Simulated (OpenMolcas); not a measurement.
# singlet SiNH3, step by step

Wanted: the energy (UHF/STO-3G), then a single-point energy (CASSCF(2,2)/STO-3G), then a single-point energy (CASPT2(2,2)/STO-3G), then the energy (SC-NEVPT2(2,2)/STO-3G), then a single-point energy (MRCI(2,2)/STO-3G) of singlet SiNH3. 

The results are computed with OpenMolcas 26.06.

2 further runs of the same task are left out: 2 that didn't finish.

### 1 The structure to begin with

SiNH3: 5 atoms, total charge 0, spin state singlet. As SMILES of the parent species, `[N][SiH3]`. The coordinates come from a GFN2-xTB relaxation. That shape belongs to the parent species and isn't relaxed for this state.

Bond lengths: N1–Si2 1.655 Å, Si2–H3 1.476 Å, Si2–H4 1.476 Å, Si2–H5 1.476 Å. Angles: N1–Si2–H3 111.3°, N1–Si2–H4 111.1°, N1–Si2–H5 111.1°, H3–Si2–H4 107.7°, H3–Si2–H5 107.7°, H4–Si2–H5 107.7°.

### 2 The energy at UHF/STO-3G (run 1)

Input file step1.inp:

```
&GATEWAY
 BasLib=$CurrDir
 BasisSet
 N.STO-3G....
 N1 -1.536630 0.334330 0.479510 angstrom
 End of Basis
 BasisSet
 Si.STO-3G....
 Si2 0.010240 -0.002340 -0.003820 angstrom
 End of Basis
 BasisSet
 H.STO-3G....
 H3 0.064950 -0.313200 -1.445390 angstrom
 H4 0.555100 -1.162980 0.727210 angstrom
 H5 0.906340 1.144190 0.242490 angstrom
 End of Basis

&SEWARD

&SCF
 UHF
 Scramble=0.25
 PrOrbitals=1 1
```

The basis set STO-3G is read from a file made from the Basis Set Exchange's data (not shown).

Run with:

```sh
$ export MOLCAS_MEM=1860
$ pymolcas step1.inp > step1.log
```

The log of the run:

```text
--- Start Module: gateway ---
[...]
--- Stop Module: gateway /rc=_RC_ALL_IS_WELL_ ---
--- Start Module: seward ---
[...]
      Basis functions           17
--- Stop Module: seward /rc=_RC_ALL_IS_WELL_ ---
--- Start Module: scf ---
[...]
       Convergence after  24 Iterations
[...]
::    Total SCF energy                               -340.9912533773
[...]
      Total spin, S                                     0.6189815354
[...]
      Total electronic charge=   24.000000
      Total            charge=   -0.000000
[...]
      Dipole Moment (debye):
      Origin of the operator (angstrom)=   -0.4376    0.0951    0.1362
                   X=  1.1692E+00               Y= -2.5218E-01               Z= -3.7147E-01           Total=  1.2524E+00
      Quadrupole Moment (debye*angstrom):
[...]
--- Stop Module: scf /rc=_RC_ALL_IS_WELL_ ---
[...]
```

Wall time 2 s (1 thread of Arm Neoverse V1, shared host); peak memory 0.37 GiB.

### 3 The energy at CASSCF(2,2)/STO-3G (run 2)

Input file step2.inp:

```
&gateway
  baslib=$CurrDir
  basisset
  N.STO-3G....
  N1 -1.536630 0.334330 0.479510 angstrom
  End of Basis
  basisset
  Si.STO-3G....
  Si2 0.010240 -0.002340 -0.003820 angstrom
  End of Basis
  basisset
  H.STO-3G....
  H3 0.064950 -0.313200 -1.445390 angstrom
  H4 0.555100 -1.162980 0.727210 angstrom
  H5 0.906340 1.144190 0.242490 angstrom
  End of Basis

&seward

&rasscf
  fileorb=$CurrDir/step1.UnaOrb
  spin=1
  nactel=2 0 0
  inactive=11
  ras2=2
  orblisting=Nothing
  orbappear=Compact
```

The basis set STO-3G is read from a file made from the Basis Set Exchange's data (not shown).

Run with:

```sh
$ export MOLCAS_MEM=1860
$ pymolcas step2.inp > step2.log
```

The log of the run:

```text
--- Start Module: gateway ---
[...]
--- Stop Module: gateway /rc=_RC_ALL_IS_WELL_ ---
--- Start Module: seward ---
[...]
      Basis functions           17
--- Stop Module: seward /rc=_RC_ALL_IS_WELL_ ---
--- Start Module: rasscf ---
[...]
      Number of active orbitals                  2
[...]
      Spin quantum number                      0.0
[...]
      Active orbitals                            2
[...]
      Number of CSFs                             3
[...]
      Number of root(s) required                 1
[...]
      Convergence after 13 iterations
[...]
      printout of CI-coefficients larger than  0.05 for root  1
      energy=    -340.952505
      conf/sym  11     Coeff  Weight
             1  20  -0.70749 0.50054
             3  02   0.70672 0.49946
      Natural orbitals and occupation numbers for root  1
      sym 1:   1.001085   0.998915
      ************************************************************************************************************************
      *                                                    Final results                                                     *
[...]
::    RASSCF root number  1 Total energy:   -340.95250466
[...]
      Total electronic charge=   24.000000
      Total            charge=   -0.000000
[...]
      Dipole Moment (debye):
      Origin of the operator (angstrom)=   -0.4376    0.0951    0.1362
                   X=  1.1542E+00               Y= -2.5192E-01               Z= -3.6620E-01           Total=  1.2368E+00
      Quadrupole Moment (debye*angstrom):
[...]
--- Stop Module: rasscf /rc=_RC_ALL_IS_WELL_ ---
[...]
```

It took 1.7 s on 1 thread of Arm Neoverse V1, shared host; peak memory 0.37 GiB.

### 4 The energy at CASPT2(2,2)/STO-3G (run 3)

Input file step3.inp:

```
>>> EXPORT MOLCAS_PRINT=2

&GATEWAY
 BasLib=$CurrDir
 BasisSet
 N.STO-3G....
 N1 -1.536630 0.334330 0.479510 angstrom
 End of Basis
 BasisSet
 Si.STO-3G....
 Si2 0.010240 -0.002340 -0.003820 angstrom
 End of Basis
 BasisSet
 H.STO-3G....
 H3 0.064950 -0.313200 -1.445390 angstrom
 H4 0.555100 -1.162980 0.727210 angstrom
 H5 0.906340 1.144190 0.242490 angstrom
 End of Basis

&SEWARD

&RASSCF
 FileOrb=$CurrDir/step2.RasOrb
 Spin=1
 Nactel=2 0 0
 Inactive=11
 Ras2=2
 OrbListing=Nothing
 OrbAppear=Compact

&CASPT2
 Imaginary=0.1
 Frozen=6
```

The basis set STO-3G is read from a file made from the Basis Set Exchange's data (not shown).

Run with:

```sh
$ export MOLCAS_MEM=1860
$ pymolcas step3.inp > step3.log
```

The log of the run:

```text
--- Start Module: gateway ---
[...]
--- Stop Module: gateway /rc=_RC_ALL_IS_WELL_ ---
[...]
      Basis functions           17
[...]
--- Start Module: rasscf ---
[...]
      Number of active orbitals                  2
[...]
      Spin quantum number                      0.0
[...]
      Active orbitals                            2
[...]
      Number of CSFs                             3
[...]
      Number of root(s) required                 1
[...]
      Convergence after  4 iterations
[...]
      printout of CI-coefficients larger than  0.05 for root  1
      energy=    -340.952505
      conf/sym  11     Coeff  Weight
             1  20  -0.70749 0.50054
             3  02   0.70672 0.49946
      Natural orbitals and occupation numbers for root  1
      sym 1:   1.001085   0.998915
      ************************************************************************************************************************
      *                                                    Final results                                                     *
[...]
::    RASSCF root number  1 Total energy:   -340.95250466
[...]
      Total electronic charge=   24.000000
      Total            charge=   -0.000000
[...]
      Dipole Moment (debye):
      Origin of the operator (angstrom)=   -0.4376    0.0951    0.1362
                   X=  1.1541E+00               Y= -2.5190E-01               Z= -3.6618E-01           Total=  1.2367E+00
      Quadrupole Moment (debye*angstrom):
[...]
--- Stop Module: rasscf /rc=_RC_ALL_IS_WELL_ ---
--- Start Module: caspt2 ---
[...]
 ###    WARNING: User changed nr of frozen orbitals.                         ###
 ###############################################################################
[...]
      E2 (Variational):          -0.0512005245
      Total energy:            -341.0037051863
[...]
      Reference weight:           0.97484
[...]
::    CASPT2 Root  1     Total energy:   -341.00370519
[...]
--- Stop Module: caspt2 /rc=_RC_ALL_IS_WELL_ ---
[...]
```

Wall time 1.7 s (1 thread of Arm Neoverse V1, shared host); peak memory 0.37 GiB.

### 5 The energy at SC-NEVPT2(2,2)/STO-3G (run 4)

Input file step4.input:

```
&GATEWAY
BASLIB = $CurrDir
BASISSET
N.STO-3G....
N1 -1.536630 0.334330 0.479510 angstrom
End of Basis
BASISSET
Si.STO-3G....
Si2 0.010240 -0.002340 -0.003820 angstrom
End of Basis
BASISSET
H.STO-3G....
H3 0.064950 -0.313200 -1.445390 angstrom
H4 0.555100 -1.162980 0.727210 angstrom
H5 0.906340 1.144190 0.242490 angstrom
End of Basis
&SEWARD
&RASSCF
FILEORB = $CurrDir/step2.RasOrb
SPIN = 1
NACTEL = 2 0 0
INACTIVE = 11
RAS2 = 2
ORBLISTING = Nothing
ORBAPPEAR = Compact
&CASPT2
SC-NEVPT2
FROZEN = 6
```

The basis set STO-3G is read from a file made from the Basis Set Exchange's data (not shown).

Run with:

```sh
$ export MOLCAS_MEM=1860
$ pymolcas step4.input > step4.log
```

The log of the run:

```text
--- Start Module: gateway ---
[...]
--- Stop Module: gateway /rc=_RC_ALL_IS_WELL_ ---
[...]
      Basis functions           17
[...]
--- Start Module: rasscf ---
[...]
      Number of active orbitals                  2
[...]
      Spin quantum number                      0.0
[...]
      Active orbitals                            2
[...]
      Number of CSFs                             3
[...]
      Number of root(s) required                 1
[...]
      Convergence after  4 iterations
[...]
      printout of CI-coefficients larger than  0.05 for root  1
      energy=    -340.952505
      conf/sym  11     Coeff  Weight
             1  20  -0.70749 0.50054
             3  02   0.70672 0.49946
      Natural orbitals and occupation numbers for root  1
      sym 1:   1.001085   0.998915
      ************************************************************************************************************************
      *                                                    Final results                                                     *
[...]
::    RASSCF root number  1 Total energy:   -340.95250466
[...]
      Total electronic charge=   24.000000
      Total            charge=   -0.000000
[...]
      Dipole Moment (debye):
      Origin of the operator (angstrom)=   -0.4376    0.0951    0.1362
                   X=  1.1541E+00               Y= -2.5190E-01               Z= -3.6618E-01           Total=  1.2367E+00
      Quadrupole Moment (debye*angstrom):
[...]
--- Stop Module: rasscf /rc=_RC_ALL_IS_WELL_ ---
--- Start Module: caspt2 ---
[...]
 ###    WARNING: User changed nr of frozen orbitals.                         ###
 ###############################################################################
[...]
      E2 (Variational):          -0.0498363496
[...]
      E2 (Variational):          -0.0498355506
      Total energy:            -341.0023402124
[...]
      Reference weight:           0.97615
[...]
::    SC-NEVPT2 Root  1     Total energy:   -341.00234021
[...]
--- Stop Module: caspt2 /rc=_RC_ALL_IS_WELL_ ---
[...]
```

Run time: 1.6 s. Hardware: 1 thread of Arm Neoverse V1, shared host; peak memory 0.37 GiB.

### 6 A single-point energy at MRCI(2,2)/STO-3G (run 5)

Input file step5.inp:

```
&gateway
 baslib=$CurrDir
 basisset
 N.STO-3G....
 N1 -1.536630 0.334330 0.479510 angstrom
 End of Basis
 basisset
 Si.STO-3G....
 Si2 0.010240 -0.002340 -0.003820 angstrom
 End of Basis
 basisset
 H.STO-3G....
 H3 0.064950 -0.313200 -1.445390 angstrom
 H4 0.555100 -1.162980 0.727210 angstrom
 H5 0.906340 1.144190 0.242490 angstrom
 End of Basis

&seward

&rasscf
 fileorb=$CurrDir/step2.RasOrb
 spin=1
 nactel=2 0 0
 inactive=11
 ras2=2
 orblisting=Nothing
 orbappear=Compact

&motra
 lumorb
 frozen=6

&guga
 electrons=12
 spin=1
 inactive=5
 active=2
 ciall=1

&mrci
 sdci
```

The basis set STO-3G is read from a file made from the Basis Set Exchange's data (not shown).

Run with:

```sh
$ export MOLCAS_MEM=1860
$ pymolcas step5.inp > step5.log
```

The log of the run:

```text
--- Start Module: gateway ---
[...]
--- Stop Module: gateway /rc=_RC_ALL_IS_WELL_ ---
[...]
      Basis functions           17
[...]
      Number of active orbitals                  2
[...]
      Spin quantum number                      0.0
[...]
      Active orbitals                            2
[...]
      Number of CSFs                             3
[...]
      Number of root(s) required                 1
[...]
      Convergence after  4 iterations
[...]
      printout of CI-coefficients larger than  0.05 for root  1
      energy=    -340.952505
      conf/sym  11     Coeff  Weight
             1  20  -0.70749 0.50054
             3  02   0.70672 0.49946
      Natural orbitals and occupation numbers for root  1
      sym 1:   1.001085   0.998915
      ************************************************************************************************************************
      *                                                    Final results                                                     *
[...]
::    RASSCF root number  1 Total energy:   -340.95250466
[...]
      Dipole Moment (debye):
      Origin of the operator (angstrom)=   -0.4376    0.0951    0.1362
                   X=  1.1541E+00               Y= -2.5190E-01               Z= -3.6618E-01           Total=  1.2367E+00
      Quadrupole Moment (debye*angstrom):
[...]
      *** WARNING: Default frozen orbitals is overwritten by user input.
      *** Default values:   3
[...]
--- Start Module: guga ---
[...]
--- Stop Module: guga /rc=_RC_ALL_IS_WELL_ ---
--- Start Module: mrci ---
[...]
       (But an ACPF correction will be computed)
       USE THE DEFAULT ACPF G-VALUE GFAC=  0.16666666666666666
[...]
                      CI ENERGY:  -341.02451574
[...]
                ACPF CORRECTION:    -0.00338313
[...]
      Total electronic charge=   24.000000
      Total            charge=   -0.000000
[...]
     ACPF CORRECTION:     -0.00338313
[...]
  CI State   1     Total energy:   -341.02451574     QDav:     -0.00409826     QACPF:     -0.00338313
[...]
--- Stop Module: mrci /rc=_RC_ALL_IS_WELL_ ---
[...]
```

Wall time 1.7 s (1 thread of Arm Neoverse V1, shared host); peak memory 0.37 GiB.

### 7 Outcome

| quantity | value |
| --- | --- |
| run 1, UHF/STO-3G: total energy | -340.99125 Eh |
| run 1, UHF/STO-3G: dipole moment | 1.25 D |
| run 1, UHF/STO-3G: HOMO energy | -9.95 eV |
| run 1, UHF/STO-3G: LUMO energy | 7.27 eV |
| run 1, UHF/STO-3G: HOMO–LUMO gap | 17.23 eV |
| run 1, UHF/STO-3G: ⟨S²⟩ | 1.002 |
| run 2, CASSCF(2,2)/STO-3G: total energy | -340.95250 Eh |
| run 2, CASSCF(2,2)/STO-3G: dipole moment (CASSCF density) | 1.24 D |
| run 3, CASPT2(2,2)/STO-3G: total energy | -341.00371 Eh |
| run 3, CASPT2(2,2)/STO-3G: dipole moment (CASSCF density) | 1.24 D |
| run 4, SC-NEVPT2(2,2)/STO-3G: total energy | -341.00234 Eh |
| run 4, SC-NEVPT2(2,2)/STO-3G: dipole moment (CASSCF density) | 1.24 D |
| run 5, MRCI(2,2)/STO-3G: total energy | -341.02452 Eh |
| run 5, MRCI(2,2)/STO-3G: dipole moment (CASSCF density) | 1.24 D |

**Reading.** ⟨S²⟩ (run 1, UHF/STO-3G) is 1.00 where a pure singlet has 0.00: the reference is spin-contaminated. Mulliken charges (run 1, UHF/STO-3G) run from -0.30 on N1 to +0.75 on Si2. Mulliken charges (run 2, CASSCF(2,2)/STO-3G) run from -0.30 on N1 to +0.75 on Si2. Mulliken charges (run 3, CASPT2(2,2)/STO-3G) of the CASSCF density run from -0.30 on N1 to +0.75 on Si2; they depend strongly on the basis.
